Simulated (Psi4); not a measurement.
**One shape, several levels: CH3BF (SMILES C[B]F)**

Wanted: a comparison of 4 runs (UHF/3-21G, UBLYP/pcseg-1, UPBE0/def2-SVP, UTPSS/6-31G**) of CH3BF. 

The calculation is run with Psi4 1.11.

2 further runs of the same task are left out: 2 set aside as unsound or not needed.

## Step 1: The molecule

CH3BF has 6 atoms, charge 0, and is taken as a doublet. SMILES: `C[B]F`. The coordinates come from a PBE0-D4/def2-TZVP relaxation.

Bond lengths: C1–B2 1.554 Å, B2–F3 1.311 Å, C1–H4 1.094 Å, C1–H5 1.095 Å, C1–H6 1.094 Å. Angles: C1–B2–F3 123.9°, B2–C1–H4 109.5°, B2–C1–H5 112.9°, B2–C1–H6 109.7°, H4–C1–H5 109.3°, H4–C1–H6 105.8°, H5–C1–H6 109.3°.

## Step 2: A single-point energy at UHF/3-21G (run 1)

Contents of calc.in:

```
memory 1600 MB

molecule {
  0 2
  C     -0.303700     0.310500    -0.173700
  B      0.287400    -1.067600     0.235500
  F      1.486600    -1.228900     0.739300
  H     -1.223500     0.495700     0.389500
  H      0.393200     1.138600    -0.009600
  H     -0.597900     0.287900    -1.227200
  symmetry c1
  no_reorient
  no_com
}

set basis 3-21G
set reference uhf
set puream true
set e_convergence 1e-09
set d_convergence 1e-08
set scf_type pk
set maxiter 200

result, w = energy("hf", return_wfn=True)
oeprop(w, "WIBERG_LOWDIN_INDICES", "LOWDIN_CHARGES", "MULLIKEN_CHARGES")
```

Run with:

```
psi4 -n 1 calc.in calc.out
```

calc.out:

```text
[...]
  Running in c1 symmetry.
[...]
  Nuclear repulsion =   57.584933907497522
[...]
  Multiplicity = 2
[...]
  Nalpha       = 12
  Nbeta        = 11
[...]
    Number of basis functions: 33
[...]
   @UHF iter   1:  -162.79774119526257   -8.21715e-01   9.70904e-03 DIIS/ADIIS
[...]
   @UHF iter  13:  -162.85264704739708   -1.30740e-12   8.24364e-09 DIIS
[...]
   @S^2 Observed:                7.520603202E-01
[...]
    Orbital Energies [Eh]
    ---------------------
    Alpha Occupied:
       1A    -26.182698     2A    -11.155900     3A     -7.641314
       4A     -1.614632     5A     -0.974969     6A     -0.762945
       7A     -0.694319     8A     -0.659866     9A     -0.587759
      10A     -0.559023    11A     -0.544043    12A     -0.334951
    Alpha Virtual:
      13A      0.127410    14A      0.283367    15A      0.300660
      16A      0.328718    17A      0.374740    18A      0.449093
      19A      0.630015    20A      0.655765    21A      0.774111
      22A      0.943001    23A      1.003609    24A      1.053484
      25A      1.102638    26A      1.321757    27A      1.331263
[...]
  @UHF Final Energy:  -162.85264704739708
   => Energetics <=
    Nuclear Repulsion Energy =             57.5849339074975219
    One-Electron Energy =                -337.9299667290010802
    Two-Electron Energy =                 117.4923857741064523
    Total Energy =                       -162.8526470473970846
  UHF NO Occupations:
  HONO-2 :   10  A 1.9996339
  HONO-1 :   11  A 1.9995565
[...]
 Multipole Moments:
 ------------------------------------------------------------------------------------
     Multipole            Electronic (a.u.)      Nuclear  (a.u.)        Total (a.u.)
 ------------------------------------------------------------------------------------
 L = 1.  Multiply by 2.5417464519 to convert [e a0] to [Debye]
 Dipole X            :        -22.2520192           21.8565724           -0.3954469
 Dipole Y            :         24.1777837          -23.8349266            0.3428570
 Dipole Z            :        -11.4287163           11.2281857           -0.2005306
 Magnitude           :                                                    0.5604835
[...]
  Mulliken Charges: (a.u.)
   Center  Symbol    Alpha    Beta     Spin     Total
       1     C     3.50535  3.49448  0.01087 -0.99983
       2     B     2.62153  1.67247  0.94906  0.70600
       3     F     4.69901  4.67901  0.02000 -0.37802
       4     H     0.38303  0.38986 -0.00682  0.22711
       5     H     0.40803  0.37440  0.03362  0.21757
       6     H     0.38305  0.38979 -0.00674  0.22716
   Total alpha = 12.00000, Total beta = 11.00000, Total charge = -0.00000
  Lowdin Charges: (a.u.)
   Center  Symbol    Alpha    Beta     Spin     Total
[...]
```

Run time: 3.3 s. Hardware: 1 thread of AMD EPYC 7R43 (Zen 3), shared host; peak memory 0.18 GiB.

## Step 3: A single-point energy at UBLYP/pcseg-1 (run 2)

Contents of ch3bf.json:

```json
{
  "schema_name": "qcschema_input",
  "schema_version": 1,
  "molecule": {
    "schema_name": "qcschema_molecule",
    "schema_version": 2,
    "symbols": ["C", "B", "F", "H", "H", "H"],
    "geometry": [-0.57390982, 0.58675996, -0.32824543, 0.54310729, -2.01747161, 0.4450305, 2.80926686, -2.32228443, 1.39707452, -2.31207991, 0.93673724, 0.73604833, 0.74304031, 2.15164217, -0.01814137, -1.12986725, 0.54405215, -2.3190719],
    "molecular_charge": 0,
    "molecular_multiplicity": 2,
    "fix_symmetry": "c1",
    "fix_com": true,
    "fix_orientation": true
  },
  "driver": "energy",
  "model": {
    "method": "blyp",
    "basis": "pcseg-1"
  },
  "keywords": {
    "reference": "uks",
    "puream": true,
    "e_convergence": 1e-09,
    "d_convergence": 1e-08,
    "scf_type": "pk",
    "dft_radial_points": 99,
    "dft_spherical_points": 590,
    "maxiter": 200,
    "scf_properties": ["DIPOLE", "MAYER_INDICES", "MULLIKEN_CHARGES"]
  }
}
```

Run with:

```
psi4 --qcschema ch3bf.json -n 1 --memory 1600MB
```

stdout, cut to the lines that bear on the results:

```text
[...]
  Running in c1 symmetry.
[...]
  Nuclear repulsion =   57.584933949482213
[...]
  Multiplicity = 2
[...]
  Nalpha       = 12
  Nbeta        = 11
[...]
    Number of basis functions: 57
[...]
   @UKS iter   1:  -164.12915306194537   -1.41699e-01   1.52446e-02 DIIS/ADIIS
[...]
   @UKS iter  12:  -164.51139046063264   -7.67386e-13   5.03556e-09 DIIS
[...]
   @S^2 Observed:                7.510856027E-01
[...]
  @UKS Final Energy:  -164.51139046063264
   => Energetics <=
    Nuclear Repulsion Energy =             57.5849339494822132
    One-Electron Energy =                -339.0126762421811577
    Two-Electron Energy =                 137.9149755221527585
    DFT Exchange-Correlation Energy =     -20.9986236900864363
    Empirical Dispersion Energy =           0.0000000000000000
    VV10 Nonlocal Energy =                  0.0000000000000000
    Total Energy =                       -164.5113904606326400
[...]
 Multipole Moments:
 ------------------------------------------------------------------------------------
     Multipole            Electronic (a.u.)      Nuclear  (a.u.)        Total (a.u.)
 ------------------------------------------------------------------------------------
 L = 1.  Multiply by 2.5417464519 to convert [e a0] to [Debye]
 Dipole X            :        -22.0694911           21.8565724           -0.2129187
 Dipole Y            :         24.2807622          -23.8349266            0.4458356
 Dipole Z            :        -11.3679554           11.2281857           -0.1397697
 Magnitude           :                                                    0.5134582
[...]
  Mulliken Charges: (a.u.)
   Center  Symbol    Alpha    Beta     Spin     Total
       1     C     3.16925  3.16494  0.00431 -0.33419
       2     B     2.86545  1.94207  0.92338  0.19248
       3     F     4.59786  4.56205  0.03582 -0.15991
       4     H     0.44334  0.44792 -0.00458  0.10874
       5     H     0.48086  0.43507  0.04579  0.08407
       6     H     0.44324  0.44795 -0.00471  0.10881
   Total alpha = 12.00000, Total beta = 11.00000, Total charge =  0.00000
  Mayer Bond Indices:
[...]
```

The result, in JSON:

```text
{
 "driver": "energy",
 "model": {
  "method": "blyp",
  "basis": "pcseg-1"
 },
 "success": true,
 "return_result": -164.51139046063264,
 "properties": {
  "calcinfo_nbasis": 57,
  "calcinfo_nmo": 57,
  "calcinfo_nalpha": 12,
  "calcinfo_nbeta": 11,
  "calcinfo_natom": 6,
  "nuclear_repulsion_energy": 57.58493394948221,
  "return_energy": -164.51139046063264,
  "scf_one_electron_energy": -339.01267624218116,
  "scf_two_electron_energy": 137.91497552215276,
  "scf_xc_energy": -20.998623690086436,
  "scf_dipole_moment": [-0.2129186527152278, 0.44583563997942477, -0.13976969051501698],
  "scf_total_energy": -164.51139046063264,
  "scf_iterations": 12
 }
}
```

It took 29 s on 1 thread of AMD EPYC 7R43 (Zen 3), shared host; peak memory 0.73 GiB.

Run 3 isn't shown in full; the table further down has it.

## Step 4: A single-point energy at UTPSS/6-31G(d,p) (spherical functions) (run 4)

Contents of ch3bf.inp:

```
memory 1.6 GB

molecule m {
  0 2
  C
  B 1 r2
  F 2 r3 1 a3
  H 1 r4 2 a4 3 d4
  H 1 r5 4 a5 2 d5
  H 1 r6 4 a6 5 d6

  r2 = 1.55435
  r3 = 1.310692
  a3 = 123.93424
  r4 = 1.094315
  a4 = 109.52388
  d4 = -121.2329
  r5 = 1.094691
  a5 = 109.26393
  d5 = -124.14446
  r6 = 1.094041
  a6 = 105.84629
  d6 = -117.63723
  units angstrom
  symmetry c1
  no_reorient
  no_com
}

set basis 6-31G**
set reference uks
set puream true
set e_convergence 1e-09
set d_convergence 1e-08
set scf_type pk
set dft_radial_points 99
set dft_spherical_points 590
set maxiter 200

E, wfn = energy("tpss", return_wfn=True)
oeprop(wfn, "MAYER_INDICES", "WIBERG_LOWDIN_INDICES", "DIPOLE", title="TPSS")
```

Run with:

```
psi4 -i ch3bf.inp -o ch3bf.out -n 1
```

ch3bf.out:

```text
[...]
  Running in c1 symmetry.
[...]
  Nuclear repulsion =   57.584927489931772
[...]
  Multiplicity = 2
[...]
  Nalpha       = 12
  Nbeta        = 11
[...]
    Number of basis functions: 57
[...]
   @UKS iter   1:  -164.38204068675552   -2.63480e-01   1.16814e-02 ADIIS/DIIS
[...]
   @UKS iter  12:  -164.60290485614726   -8.52651e-13   4.29068e-09 DIIS
[...]
   @S^2 Observed:                7.515727987E-01
[...]
    Orbital Energies [Eh]
    ---------------------
    Alpha Occupied:
       1A    -24.438921     2A     -9.984599     3A     -6.645625
       4A     -1.140016     5A     -0.658724     6A     -0.488674
       7A     -0.410200     8A     -0.405783     9A     -0.374772
      10A     -0.363687    11A     -0.337528    12A     -0.151024
    Alpha Virtual:
      13A     -0.039604    14A      0.103078    15A      0.123649
      16A      0.147347    17A      0.192784    18A      0.267992
      19A      0.400696    20A      0.417789    21A      0.448727
      22A      0.553230    23A      0.571721    24A      0.614856
      25A      0.665794    26A      0.820754    27A      0.828448
[...]
  @UKS Final Energy:  -164.60290485614726
   => Energetics <=
    Nuclear Repulsion Energy =             57.5849274899317720
    One-Electron Energy =                -339.3258666232509313
    Two-Electron Energy =                 138.2590517059620083
    DFT Exchange-Correlation Energy =     -21.1210174287901147
    Empirical Dispersion Energy =           0.0000000000000000
    VV10 Nonlocal Energy =                  0.0000000000000000
    Total Energy =                       -164.6029048561472621
[...]
 Multipole Moments:
 ------------------------------------------------------------------------------------
     Multipole            Electronic (a.u.)      Nuclear  (a.u.)        Total (a.u.)
 ------------------------------------------------------------------------------------
 L = 1.  Multiply by 2.5417464519 to convert [e a0] to [Debye]
 Dipole X            :         -0.0031079            0.0043538            0.0012459
 Dipole Y            :         -1.5128022            1.5258081            0.0130060
 Dipole Z            :          5.4880682           -5.9340941           -0.4460258
 Magnitude           :                                                    0.4462172
[...]
```

Wall time 65 s (1 thread of AMD EPYC 7R43 (Zen 3), shared host); peak memory 0.86 GiB.

## Step 5: Overview of the runs

```
run                                level         integration grid  energy (Eh)  dipole moment (D)  HOMO energy (eV)  LUMO energy (eV)  wall time
  1                            UHF/3-21G                        –  -162.852647               1.42             -9.11              3.47      3.3 s
  2                        UBLYP/pcseg-1  99 radial × 590 angular  -164.511390               1.31             -4.14             -2.13       29 s
  3                       UPBE0/def2-SVP  99 radial × 590 angular  -164.280788               1.38             -5.62             -0.90       22 s
  4  UTPSS/6-31G** (spherical functions)  99 radial × 590 angular  -164.602905               1.13             -4.11             -1.43       65 s
```

## Step 6: What came out

| quantity | value |
| --- | --- |
| run 4: total energy | -164.60290 Eh |
| run 4: dipole moment | 1.13 D |
| run 4: HOMO energy (highest over α and β) | -4.11 eV |
| run 4: LUMO energy (lowest over α and β) | -1.43 eV |
| run 4: ⟨S²⟩ | 0.752 |

What this shows: The dipole moment (its size) runs from 1.13 D (UTPSS/6-31G**) to 1.42 D (UHF/3-21G). The two ends differ in method and basis. Totals of different functionals can't be ranked against each other. All runs together took 2 min, the longest 65 s.
